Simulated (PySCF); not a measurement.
Species: C5H5F.
SMILES with atom numbers: `[CH3:1][C:2]([F:3])=[C:4]1[CH:5]=[CH:6]1` (hydrogens: H7, H8, H9 on C1; H10 on C5; H11 on C6)

The same species was optimised twice, with GFN2-xTB and with PBE0-D3(BJ)/def2-SVP (PySCF), and the same property calculations (PySCF, gas phase) were run on both structures.

```json
{"coordinate": "C2–F3 (Å)", "GFN2-xTB": "1.378", "PBE0-D3(BJ)/def2-SVP": "1.357", "change": "-0.021"}
{"coordinate": "C2=C4 (Å)", "GFN2-xTB": "1.307", "PBE0-D3(BJ)/def2-SVP": "1.326", "change": "+0.019"}
{"coordinate": "C4–C5 (Å)", "GFN2-xTB": "1.458", "PBE0-D3(BJ)/def2-SVP": "1.445", "change": "-0.013"}
{"coordinate": "C4–C6 (Å)", "GFN2-xTB": "1.454", "PBE0-D3(BJ)/def2-SVP": "1.444", "change": "-0.010"}
{"coordinate": "C1–C2 (Å)", "GFN2-xTB": "1.493", "PBE0-D3(BJ)/def2-SVP": "1.485", "change": "-0.008"}
{"coordinate": "C5=C6 (Å)", "GFN2-xTB": "1.318", "PBE0-D3(BJ)/def2-SVP": "1.317", "change": "-0.001"}
{"coordinate": "C2–C4–C5 (°)", "GFN2-xTB": "153.4", "PBE0-D3(BJ)/def2-SVP": "152.8", "change": "-0.6"}
{"coordinate": "C1–C2–C4 (°)", "GFN2-xTB": "128.0", "PBE0-D3(BJ)/def2-SVP": "127.4", "change": "-0.6"}
{"coordinate": "F3–C2–C4 (°)", "GFN2-xTB": "118.8", "PBE0-D3(BJ)/def2-SVP": "119.2", "change": "+0.4"}
{"coordinate": "C5–C4–C6 (°)", "GFN2-xTB": "53.8", "PBE0-D3(BJ)/def2-SVP": "54.2", "change": "+0.4"}
{"coordinate": "C4–C6–C5 (°)", "GFN2-xTB": "63.2", "PBE0-D3(BJ)/def2-SVP": "62.9", "change": "-0.3"}
{"coordinate": "C2–C4–C6 (°)", "GFN2-xTB": "152.7", "PBE0-D3(BJ)/def2-SVP": "153.0", "change": "+0.3"}
{"coordinate": "C1–C2–F3 (°)", "GFN2-xTB": "113.2", "PBE0-D3(BJ)/def2-SVP": "113.4", "change": "+0.2"}
{"coordinate": "C4–C5–C6 (°)", "GFN2-xTB": "62.9", "PBE0-D3(BJ)/def2-SVP": "62.9", "change": "0.0"}
```

Rotational constants: A = 7406, B = 2672, C = 1988 MHz (GFN2-xTB) against A = 7481, B = 2667, C = 1991 MHz (PBE0-D3(BJ)/def2-SVP). Point groups within 0.08 Å: Cs and Cs.

On the GFN2-xTB structure: lowest singlet, TDDFT (eV) 4.20 [CAM-B3LYP/def2-SVPD]; lowest triplet, Tamm–Dancoff (eV) 3.12 [CAM-B3LYP/def2-SVPD]; isotropic polarisability (au) 58.7 [CAM-B3LYP/def2-SVPD]; HOMO (eV) -7.11 [CAM-B3LYP/def2-SVPD]; LUMO (eV) 0.41 [CAM-B3LYP/def2-SVPD]; dipole (D) 3.09 [CAM-B3LYP/def2-SVPD]; HOMO (eV) -5.75 [PBE0/pcSseg-1]; LUMO (eV) -0.66 [PBE0/pcSseg-1]; dipole (D) 2.90 [PBE0/pcSseg-1]; GIAO shielding of C1 (ppm) 166.7 [PBE0/pcSseg-1]; GIAO shielding of C2 (ppm) 51.8 [PBE0/pcSseg-1]; GIAO shielding of F3 (ppm) 333.3 [PBE0/pcSseg-1]; GIAO shielding of C4 (ppm) 89.9 [PBE0/pcSseg-1]; GIAO shielding of C5 (ppm) 48.4 [PBE0/pcSseg-1]; GIAO shielding of C6 (ppm) 55.8 [PBE0/pcSseg-1].

Task: What do these properties become on the PBE0-D3(BJ)/def2-SVP structure?

Result: 
```json
{"property": "lowest singlet, TDDFT (eV)", "level": "CAM-B3LYP/def2-SVPD", "on GFN2-xTB": "4.20", "on PBE0-D3(BJ)/def2-SVP": "4.08", "change": "-0.12"}
{"property": "lowest triplet, Tamm–Dancoff (eV)", "level": "CAM-B3LYP/def2-SVPD", "on GFN2-xTB": "3.12", "on PBE0-D3(BJ)/def2-SVP": "3.05", "change": "-0.07"}
{"property": "isotropic polarisability (au)", "level": "CAM-B3LYP/def2-SVPD", "on GFN2-xTB": "58.7", "on PBE0-D3(BJ)/def2-SVP": "59.7", "change": "+1.0"}
{"property": "HOMO (eV)", "level": "CAM-B3LYP/def2-SVPD", "on GFN2-xTB": "-7.11", "on PBE0-D3(BJ)/def2-SVP": "-6.96", "change": "+0.15"}
{"property": "LUMO (eV)", "level": "CAM-B3LYP/def2-SVPD", "on GFN2-xTB": "0.41", "on PBE0-D3(BJ)/def2-SVP": "0.44", "change": "+0.03"}
{"property": "dipole (D)", "level": "CAM-B3LYP/def2-SVPD", "on GFN2-xTB": "3.09", "on PBE0-D3(BJ)/def2-SVP": "3.04", "change": "-0.05"}
{"property": "energy, GFN2-xTB geometry as zero (kcal/mol)", "level": "CAM-B3LYP/def2-SVPD", "on GFN2-xTB": "0.0", "on PBE0-D3(BJ)/def2-SVP": "-0.8", "change": "-0.8"}
{"property": "HOMO (eV)", "level": "PBE0/pcSseg-1", "on GFN2-xTB": "-5.75", "on PBE0-D3(BJ)/def2-SVP": "-5.61", "change": "+0.14"}
{"property": "LUMO (eV)", "level": "PBE0/pcSseg-1", "on GFN2-xTB": "-0.66", "on PBE0-D3(BJ)/def2-SVP": "-0.63", "change": "+0.03"}
{"property": "dipole (D)", "level": "PBE0/pcSseg-1", "on GFN2-xTB": "2.90", "on PBE0-D3(BJ)/def2-SVP": "2.85", "change": "-0.05"}
{"property": "energy, GFN2-xTB geometry as zero (kcal/mol)", "level": "PBE0/pcSseg-1", "on GFN2-xTB": "0.0", "on PBE0-D3(BJ)/def2-SVP": "-0.7", "change": "-0.7"}
{"property": "GIAO shielding of C1 (ppm)", "level": "PBE0/pcSseg-1", "on GFN2-xTB": "166.7", "on PBE0-D3(BJ)/def2-SVP": "165.3", "change": "-1.4"}
{"property": "GIAO shielding of C2 (ppm)", "level": "PBE0/pcSseg-1", "on GFN2-xTB": "51.8", "on PBE0-D3(BJ)/def2-SVP": "53.7", "change": "+1.9"}
{"property": "GIAO shielding of F3 (ppm)", "level": "PBE0/pcSseg-1", "on GFN2-xTB": "333.3", "on PBE0-D3(BJ)/def2-SVP": "340.2", "change": "+6.9"}
{"property": "GIAO shielding of C4 (ppm)", "level": "PBE0/pcSseg-1", "on GFN2-xTB": "89.9", "on PBE0-D3(BJ)/def2-SVP": "87.0", "change": "-2.9"}
{"property": "GIAO shielding of C5 (ppm)", "level": "PBE0/pcSseg-1", "on GFN2-xTB": "48.4", "on PBE0-D3(BJ)/def2-SVP": "46.8", "change": "-1.6"}
{"property": "GIAO shielding of C6 (ppm)", "level": "PBE0/pcSseg-1", "on GFN2-xTB": "55.8", "on PBE0-D3(BJ)/def2-SVP": "54.1", "change": "-1.7"}
```

The heavy atoms differ by 0.009 Å rms after alignment. Among bonds between heavy atoms C2–F3 changes most (-0.021 Å). Changes are differences of the printed values. Neither structure is proved a minimum here.
